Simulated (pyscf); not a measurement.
HO–SiH₃ (SMILES O[SiH3]) -> HO–SiH: (SMILES O[SiH]) [singlet] + H₂ (SMILES [H][H]) (1,1-elimination; singlet surface; H–Si, H–Si broken, H–H formed). Structures and frequencies: ωB97X-D3(BJ)/def2-SVP in PySCF. Energies in kJ/mol from the reactant's lowest minimum found.

| level | barrier | reaction energy |
|---|---|---|
| r²SCAN/def2-TZVP | 263.0 | +213.0 |
| B3LYP-D3(BJ)/def2-TZVP | 274.2 | +195.3 |
| PBE0-D3(BJ)/def2-TZVP | 267.5 | +209.7 |
| M06-2X/def2-TZVP | [?] | [?] |
| ωB97M-D3(BJ)/def2-TZVP | 279.9 | +193.2 |
| HF/def2-TZVP | [?] | +217.9 |

Question: Complete the blanks.

Answer: 
- M06-2X/def2-TZVP, barrier: 285.7
- M06-2X/def2-TZVP, reaction energy: +197.3
- HF/def2-TZVP, barrier: 357.4

The functionals in the table span 22.7 kJ/mol in this barrier, from r²SCAN to M06-2X. One saddle was located; it need not be the lowest between these sides.
